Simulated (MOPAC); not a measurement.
MOPAC input (PM6):

```
PM6 FORCE THERMO(298,298) PRECISE LET CHARGE=1 GEO-OK AUX(PRECISION=9) THREADS=1
HN2

N     0.00000000 1   -0.00000000 1   -0.44826352 1
N    -0.00000000 1    0.00000000 1    0.65810281 1
H     0.00000000 1    0.00000000 1   -1.47201375 1
```

Which zero-point energy does it print?

9.81 kcal/mol, from the harmonic wavenumbers of PM6.
